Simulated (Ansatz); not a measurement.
# B2H5 (doublet): from Hartree-Fock to the top rungs at distance B1–H4 along a hydrogen transfer = 1.293 Å, cc-pVDZ

How much of the correlation energy of B2H5 (doublet) does each wave-function method recover here?

The runs use Ansatz 0.2.0, Gaussian basis; cc-pVDZ, core rule «outside noble gas», up to 2 orbitals frozen.

The runs, in order: UHF; CCSD(T) on ROHF; CCSD(T) on UHF; BCCD(T) on ROHF; CISD; CCSDT(Q) on ROHF; CCSDT(Q) on UHF; CASSCF and MRCISD+Q, 3 electrons in 3 orbitals; CASSCF and NEVPT2, 3 electrons in 3 orbitals; CASSCF and NEVPT2, 9 electrons in 9 orbitals.

7 further runs of the same task are left out: 4 that didn't finish, 3 set aside as unsound or not needed.

## (1) The geometry

The geometry derives from fragments relaxed apart (PBE0/def2-TZVP) and kept rigid, so it is no stationary point. A hydrogen atom is moved between rigid fragments.

7 atoms, charge 0, spin multiplicity 2.

Atoms are counted from 1 here; the program's logs count them from 0.

Bond lengths: B1–H2 1.193 Å, B1–H3 1.193 Å, B1–H4 1.293 Å, B5–H6 1.191 Å, B5–H7 1.191 Å. Angles: H2–B1–H3 120.0°, H2–B1–H4 120.0°, H3–B1–H4 120.0°, H6–B5–H7 129.4°.

## (2) UHF

in.yaml

```yaml
crystal:
  periodic: [false, false, false]
  atoms:
    - {symbol: B, position_ang: [-1.513931, 0.000000, 0.000000]}
    - {symbol: H, position_ang: [-2.110665, 1.033571, 0.000000]}
    - {symbol: H, position_ang: [-2.110665, -1.033571, 0.000000]}
    - {symbol: H, position_ang: [-0.220931, 0.000000, 0.000000]}
    - {symbol: B, position_ang: [1.545069, 0.000000, 0.000000]}
    - {symbol: H, position_ang: [2.054142, 0.000000, 1.077008]}
    - {symbol: H, position_ang: [2.054142, 0.000000, -1.077008]}
basis:
  gaussian: {orbitals: cc-pVDZ}
magnetization: {spin_polarized: true, initial_magnetization: 1}
hamiltonian: {xc: hf}
output: {orbitals: {seedname: orbitals}}
```

Command:

```bash
$ ansatz run in.yaml --threads 1 --pin off --events-out ev --progress --plain --max-ram 2393MiB
```

The runs that follow: CCSD(T) on ROHF; CCSD(T) on UHF; BCCD(T) on ROHF; CISD; CCSDT(Q) on ROHF; CCSDT(Q) on UHF; CASSCF and MRCISD+Q, 3 electrons in 3 orbitals; CASSCF and NEVPT2, 3 electrons in 3 orbitals; CASSCF and NEVPT2, 9 electrons in 9 orbitals.

Q: Predict the results of all the runs planned. Wanted: UCCSDT(Q) below the RHF energy; RMP2 from UCCSDT(Q); UMP2 from UCCSDT(Q); RCCSD from UCCSDT(Q); RCCSD(T) from UCCSDT(Q); UCCSD(T) from UCCSDT(Q); RCCSDT(Q) from UCCSDT(Q); NEVPT2 pair from UCCSDT(Q); MRCISD+Q pair from UCCSDT(Q).

**Answer**, as computed:

```
                         quantity                                                                  value
   UCCSDT(Q) below the RHF energy                                                             -5.9986 eV
              RMP2 from UCCSDT(Q)                                                        +31.02 kcal/mol
              UMP2 from UCCSDT(Q)                                                        +31.03 kcal/mol
             RCCSD from UCCSDT(Q)                                                         +2.94 kcal/mol
          RCCSD(T) from UCCSDT(Q)                                                         +0.63 kcal/mol
          UCCSD(T) from UCCSDT(Q)                                                         +0.64 kcal/mol
         RCCSDT(Q) from UCCSDT(Q)                                                         +0.01 kcal/mol
       NEVPT2 pair from UCCSDT(Q)                                                        +30.96 kcal/mol
     MRCISD+Q pair from UCCSDT(Q)                                                         +0.47 kcal/mol
   NEVPT2 frontier from UCCSDT(Q)                                                        +30.98 kcal/mol
levels within 1 kcal/mol (43 meV)  RCCSD(T), UCCSD(T), BCCD(T), RCCSDT, UCCSDT, RCCSDT(Q), MRCISD+Q pair
                    T1 diagnostic                                                                  0.016
```

What this shows: RCCSD(T) lands +0.63 kcal/mol from the yardstick (0.5 % of the correlation energy). Of the multireference levels listed MRCISD+Q pair comes nearest in total energy (+0.47 kcal/mol), which doesn't show that its space is the better one. These misses are within one basis, not against nature; the frozen cores of restricted and unrestricted runs differ, which can shift their rows.
